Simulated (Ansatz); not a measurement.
Input for Ansatz (development build ahead of 0.2.0):

```yaml
crystal:
  periodic: [false, false, false]
  atoms:
    - { symbol: F, position_ang: [0.71, 0.0, 4.3] }
    - { symbol: F, position_ang: [-0.71, 0.0, 4.3] }
    - { symbol: H, position_ang: [0.37, 0.0, 0.0] }
    - { symbol: H, position_ang: [-0.37, 0.0, 0.0] }
basis:
  gaussian: { orbitals: cc-pVDZ }
hamiltonian:
  xc: hf
```

The input is written out in the form of the current development build from the run's settings.

Output:

```yaml
Converged: yes
Total_energy: -199.81357 hartree
Spin_squared_of_the_determinant: 0.000
```

Caution: no unrestricted run beside it, a lower state can exist.
